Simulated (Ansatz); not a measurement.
Breaking a bond in Si2H4 (SMILES [SiH][SiH3])

Si2H4 has 6 atoms, charge 0, and is taken as a triplet. SMILES: `[SiH][SiH3]`. The shape is that of a GFN2-xTB optimisation.

```xyz
6

Si    0.3227   -1.5759    0.2873
Si   -0.3001    0.5233   -0.2457
H     1.4279   -2.0178    1.1558
H    -1.4565    0.3761   -1.1360
H     0.7149    1.3253   -0.9511
H    -0.7089    1.3690    0.8897
```

The Si1–Si2 distance is scanned; the parts on either side stay rigid. Basis STO-3G, 10 core orbitals frozen in the correlated methods; program Ansatz 0.2.0. FCI is exact within this basis and core. Energies in eV from each method's value at 2.254 Å; open shells run as named. The shape above is that at 2.254 Å.

```
distance (Å)   UHF  U-revPBE  UCAM-B3LYP  UB2PLYP  RPA@PBE  UBCCD(T)  UCCSDTQ   FCI
       2.254  0.00      0.00        0.00     0.00     0.00      0.00     0.00  0.00
       2.817  1.80      1.34        1.54     1.51     1.33      1.49     1.48  1.48
       3.380  2.68      2.73        2.79     2.71     2.58      2.70     2.70  2.70
       4.507  2.79      3.20        3.07     2.94     2.39      2.85     2.86  2.86
       5.634  2.79      3.21        3.08     2.94     2.39      2.86     2.86  2.86
```

Departure from the FCI curve at its largest: UHF +0.32 eV at 2.82 Å; U-revPBE +0.34 eV at 5.63 Å; UCAM-B3LYP +0.22 eV at 4.51 Å; UB2PLYP +0.08 eV at 4.51 Å; RPA@PBE -0.47 eV at 5.63 Å; UBCCD(T) +0.01 eV at 2.82 Å; UCCSDTQ within 0.005 eV. The curve of RPA@PBE turns over, which the reference doesn't. For the functionals part of the departure is owed to the small basis.
